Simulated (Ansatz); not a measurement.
Ideal-gas functions of `N/C=C\S` at 400 K and 1 bar, from an Ansatz frequency run at PBE0-D4/def2-TZVP.

Molar mass 75.14 g/mol, point group C1 (symmetry number 1), electronic degeneracy 1, moments of inertia 34.122, 134.117, 164.519 u Å². Harmonic wavenumbers (cm⁻¹, unscaled): 173, 230, 355, 451, 596, 624, 721, 795, 930, 978, 1102, 1159, 1319, 1375, 1616, 1706, 2646, 3178, 3226, 3567, 3710.

Use S(trans) = R[1.5 ln M + 2.5 ln T − 1.1517]; rotational temperatures θ = 24.2544 K / I; S(rot) = R[ln(√π/σ · √(T³/θAθBθC)) + 1.5]; for each mode x = 1.438777 ν̃/T, S = R[x/(eˣ − 1) − ln(1 − e⁻ˣ)] and H = RT x/(eˣ − 1); 1 cm⁻¹ = 0.0119627 kJ/mol; R = 8.31446 J/(mol·K).

Task: By hand: the entropy, in J/(mol·K).

Result: Translation 168.8. Rotation: θ = 0.7108, 0.1808, 0.1474 K, giving 108.4. Vibration, mode by mode: 12.39, 10.12, 6.82, 5.15, 3.40, 3.14, 2.39, 1.94, 1.31, 1.14, 0.80, 0.67, 0.42, 0.35, 0.17, 0.13, 0.01, 0.00, 0.00, 0.00, 0.00, in all 50.4. Electronic 0.0. Sum 327.6 J/(mol·K).

Task: By hand: H − E and G − E in kJ/mol, counted from the electronic energy.

Result: Zero-point energy ½ × 30457 × 0.0119627 = 182.2; thermal vibration 12.2; translation, rotation and pV give 4 RT = 13.3. H − E = 207.7 kJ/mol, and G − E = 207.7 − 400 × 327.6/1000 = 76.7 kJ/mol.

Vibration gives 15 % of the entropy. The sum counts one conformer and one mirror image; others add a mixing term.
